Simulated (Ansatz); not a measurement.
A made-up structure of SiNH₄ (charge -1), singlet:

```xyz
6
angstrom
N 0.1976 0.8720 0.5343
Si -0.2628 -0.8775 0.2525
H -0.3164 -1.3091 -1.0993
H 0.5985 -1.7654 0.9499
H 0.7675 1.0728 -0.2875
H -0.6281 1.3004 0.1159
```

It is relaxed with PBE-D4/def2-SVPD and then PBE0-D4/def2-TZVPD (Ansatz 0.2.0). Atoms count as bonded within 1.22 times the sum of their covalent radii (H–H: 0.88 Å). The end point is not checked to be a true minimum.

(1) Does its bonding change? (A judgement: the text doesn't fix the answer.)

Results:

(1) The calculation gives: No: no bond forms or breaks.

Where it ends: The first stage lowers the energy by 1.16 eV in 9 steps. It ends as SiNH₄ ([NH2][SiH2]), total charge -1:
```
atom    x (Å)    y (Å)    z (Å)
  N1   0.1154   0.7789   0.3882
 Si2  -0.5296  -0.9341   0.3442
  H3  -0.2183  -1.3555  -1.1264
  H4   0.7337  -1.6470   0.8798
  H5   0.8728   0.9941  -0.2501
  H6  -0.6177   1.4568   0.2301
```

Labels in which every atom is bracketed show which atoms are joined, not bond orders.

For scale, one of the runs: PBE0-D4/def2-TZVPD relaxation, 116 basis functions, launched by `ansatz run in.yaml --threads 2 --pin off --events-out ev --progress --plain --max-ram 4352MiB`. The run took about 6.5 s on 2 CPU threads of an Intel Xeon 6975P-C (shared host).
